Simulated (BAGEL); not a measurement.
# HF/cc-pVDZ (density fitting with tzvpp-jkfit, property spin gap) run of C2HClOS (SMILES S=C1OC1Cl)

Wanted: a single-point energy of C2HClOS. 

The calculation is run with BAGEL 1.2.2.

2 further runs of the same task are left out: 2 set aside as unsound or not needed.

## 1. Starting point

C2HClOS: 6 atoms, total charge 0, spin state singlet. SMILES: `S=C1OC1Cl`. The shape is that of a PBE0-D4/def2-TZVP optimisation.

Bond lengths: S1–C2 1.584 Å, C2–O3 1.331 Å, C2–C4 1.440 Å, O3–C4 1.460 Å, C4–Cl5 1.726 Å, C4–H6 1.084 Å. Angles: S1–C2–O3 140.6°, S1–C2–C4 155.9°, O3–C2–C4 63.4°, C2–O3–C4 61.9°, C2–C4–O3 54.7°, C2–C4–Cl5 121.4°, O3–C4–Cl5 116.7°, C2–C4–H6 122.4°, O3–C4–H6 114.3°, Cl5–C4–H6 113.2°.

## 2. A single-point energy at HF/cc-pVDZ (density fitting with tzvpp-jkfit, property spin gap)

Contents of input.json:

```json
{ "bagel": [

{
  "title": "molecule",
  "basis": "cc-pvdz.json",
  "df_basis": "tzvpp-jkfit",
  "angstrom": true,
  "geometry": [
    { "atom": "S", "xyz": [      -0.684100,      -1.636300,       1.568100 ] },
    { "atom": "C", "xyz": [      -0.411400,      -0.600000,       0.400900 ] },
    { "atom": "O", "xyz": [      -1.050600,       0.045600,      -0.571900 ] },
    { "atom": "C", "xyz": [       0.376000,       0.301100,      -0.399600 ] },
    { "atom": "Cl", "xyz": [       0.818900,       1.865800,       0.178800 ] },
    { "atom": "H", "xyz": [       0.993200,      -0.040200,      -1.222400 ] }
  ]
},

{ "title": "hf" },

{ "title": "print", "file": "orbitals.molden", "orbitals": true }

]}
```

The basis set cc-pVDZ is read from a file made from the Basis Set Exchange's data (not shown).

The run is started by

```bash
BAGEL_NUM_THREADS=1 BAGEL input.json > input.out
```

Q: Predict the results. Wanted: total energy; dipole moment; HOMO energy; LUMO energy; HOMO–LUMO gap.

Computed results:

Level: HF/cc-pVDZ (density fitting with tzvpp-jkfit, property spin gap).

```
     quantity           value
 total energy  -1008.14082 Eh
dipole moment          2.35 D
  HOMO energy        -9.99 eV
  LUMO energy         1.87 eV
HOMO–LUMO gap        11.86 eV
```
